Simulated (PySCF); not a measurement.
# Homolysis of vinyl fluoride, bond by bond

Parent: vinyl fluoride, `C=CF` (C2H3F). Non-hydrogen atoms are numbered in `[CH2:1]=[CH:2][F:3]`.

Computed at PBE0-D3(BJ)/def2-TZVP // PBE0-D3(BJ)/def2-SVP with PySCF (density fitting, grid level 2). Thermal corrections: PBE0-D3(BJ)/def2-SVP frequencies, unscaled, ideal gas at 298.15 K and 1 bar, quasi-RRHO entropy.

```jsonl
{"bond": "C2–H", "r / Å": "1.095", "radicals": "C=[C]F + H•", "BDE(298 K) / eV": "4.67", "BDFE / eV": "4.31", "D₀ / eV": "4.61", "Dₑ / eV": "4.97"}
{"bond": "C1–H", "r / Å": "1.092", "radicals": "[CH]=CF + H•", "BDE(298 K) / eV": "4.83", "BDFE / eV": "4.46", "D₀ / eV": "4.76", "Dₑ / eV": "5.13"}
{"bond": "C2–F3", "r / Å": "1.329", "radicals": "[CH]=C + F•", "BDE(298 K) / eV": "5.30", "BDFE / eV": "4.87", "D₀ / eV": "5.25", "Dₑ / eV": "5.45"}
```

Homolysis to relaxed radicals in the gas phase; the table need not hold every single bond outside rings.

Weakest of these: C2–H (4.67 eV); strongest: C2–F3 (5.30 eV).

Against the Active Thermochemical Tables (version 1.112): C2–F3 519 (computed 512, error -7) kJ/mol.
